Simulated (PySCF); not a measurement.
H2Si, SMILES [SiH2] (connectivity only; charge and spin as stated), charge +1, multiplicity 2. Atoms are numbered in the order given.

```xyz
3

Si     0.0000     0.0000    -0.0947
H      0.0000    -1.3007     0.6626
H      0.0000     1.3007     0.6626
```
Charge +1, spin multiplicity 2.

The structure is a stationary point at PBE-D3(BJ)/def2-TZVPD. The isomer is the one that the SMILES or the coordinates give; other isomers of the formula were not compared.

Calculation: PBE0/def2-TZVPD run with PySCF.

Mulliken values depend strongly on the basis, most of all with diffuse functions as here. ESP charges are fitted to the potential on shells at 1.4 to 2.0 van der Waals radii. Atomic charges (e):

```json
[
 {"atom": "Si1", "ESP fit": "(withheld)", "Mulliken": "0.67", "meta-Löwdin": "0.91", "Mulliken spin": "0.78"},
 {"atom": "H2", "ESP fit": "(withheld)", "Mulliken": "0.17", "meta-Löwdin": "0.05", "Mulliken spin": "0.11"},
 {"atom": "H3", "ESP fit": "(withheld)", "Mulliken": "0.17", "meta-Löwdin": "0.05", "Mulliken spin": "0.11"}
]
```

### Question
Some entries are withheld; supply them. (The exact figures need the calculation; the answer reports its results.)

### Answer

- Si1, ESP fit: 0.89
- H2, ESP fit: 0.06
- H3, ESP fit: 0.06
